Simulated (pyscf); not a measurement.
H₂N–SiH₃ + H• → SiH₃• + NH₃, a substitution at N (doublet surface; N–Si broken, H–N formed). Optimised with ωB97X-D3(BJ)/def2-SVP in PySCF. Correlated levels are frozen-core, on RHF or UHF. ΔMP2 is the change of the MP2 total energy from the triple- to the quadruple-zeta basis. Energies in kcal/mol from the separated reactants.

Small-basis levels: PySCF, no dispersion term, spherical d functions. Open shells are spin-unrestricted. 

Question: Quick B3LYP/LANL2DZ single points give ΔE‡ = 8.5 kcal/mol and ΔE = -15.7 kcal/mol. What does CCSD(T)/def2-TZVPP + ΔMP2(QZVPP) give, and how far is the quick result from it?

Answer: CCSD(T)/def2-TZVPP + ΔMP2(QZVPP) gives ΔE‡ = 14.1 kcal/mol and ΔE = -8.4 kcal/mol. B3LYP/LANL2DZ lies 5.6 kcal/mol under it in the barrier and 7.3 kcal/mol under it in the reaction energy, so on this step it does not hold to within 3.0 kcal/mol. CCSD(T)/def2-TZVPP + ΔMP2(QZVPP) has limits of its own. On the product side the descent ends in a complex, 4.2 kcal/mol under the separated species and 26.7 kcal/mol under the saddle at ωB97X-D3(BJ)/def2-TZVP. At ωB97X-D3(BJ) the barrier from the zero used here is 17.6 kcal/mol. The same reactants have a lower exit, to H₂N–SiH₂• + H₂ (barrier +3.9 kcal/mol at ωB97M-D3(BJ), against +15.0 kcal/mol here). One saddle was located; it need not be the lowest between these sides. The angle at the attacked N is 129°. The CCSD(T) − MP2 part came from Ansatz, without density fitting, on the same reference.
